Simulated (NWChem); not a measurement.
Molecule: hydrogen chloride (HCl); SMILES Cl

```xyz
2

Cl     0.0000     0.0000     0.0805
H      0.0000     0.0000    -1.2156
```
Atoms are numbered in this order, from 1.

Program: NWChem. Pople sets run with spherical d functions. All runs use the structure optimised with PBE-D3(BJ)/def2-SVP. Vzz is the largest principal value of the second derivative of the potential at the nucleus (NWChem prints the opposite sign); η is the asymmetry. Non-relativistic.

```tsv
level	Vzz Cl1 (a.u.)	η Cl1
PBE0/def2-TZVP	3.763	0.00
PBE0/def2-SVP	3.615	0.00
Hartree-Fock/6-31G*	3.457	0.00
Hartree-Fock/def2-SVP	3.619	0.00
```
